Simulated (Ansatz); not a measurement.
A calculation with Ansatz (development build ahead of 0.2.0).

```yaml
crystal:
  periodic: [false, false, false]
  atoms:
    - { symbol: O, position_ang: [-0.16658, -0.07532, -0.11555] }
    - { symbol: H, position_ang: [0.12412, 0.03245, 0.73496] }
basis:
  gaussian: { orbitals: aug-cc-pVDZ }
total_charge: -1
hamiltonian:
  xc: hf
correlation:
  method: mp2
  frozen_orbitals: { H: 0, O: 1 }
```

The input is written out in the form of the current development build from the run's settings.

The run gave:

```json
{"Converged": "yes", "Reference energy": "-75.39414 hartree", "Correlation energy": "-0.23794 hartree", "Total energy": "-75.63208 hartree", "Spin squared of the determinant": "0.000"}
```
